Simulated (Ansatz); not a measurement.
Zinc-blende InSb: LDA at its full settings (plane-wave cutoff 520 eV, 10×10×10 k mesh, Fermi–Dirac smearing 0.01 eV, scalar-relativistic PAW data made under PBE) and at cheaper ones, in a cell of 2 atoms with Γ-centred meshes.

```tsv
level and setting	lattice parameter a (Å)	bulk modulus B0 (GPa)
LDA (Ansatz)	6.450	46.6
LDA (2×2×2 k mesh) (Ansatz)	6.782	29.3
LDA (4×4×4 k mesh) (Ansatz)	6.474	45.6
```

Largest shifts from the full settings: lattice constant a +5.15 % (LDA (2×2×2 k mesh)), against a difference of -0.28 % of the full result from the reference 6.468 Å (measured, static lattice: zero-point anharmonic expansion removed; as tabulated in Mejia-Rodriguez and Trickey (2018), arXiv:1807.09216); bulk modulus -37 % (LDA (2×2×2 k mesh)), against a difference of +1.1 % of the full result from the reference 46.1 GPa (measured, 0 K value with the zero-point phonon effect removed; as tabulated in Mejia-Rodriguez and Trickey (2018), arXiv:1807.09216).

Ansatz's density-functional and Hartree–Fock values are scalar-relativistic unless marked +SOC, with PAW data made under PBE.

Run with cheap settings on purpose, which may leave them unconverged: LDA (2×2×2 k mesh), LDA (4×4×4 k mesh).

Ansatz is a first-principles code.
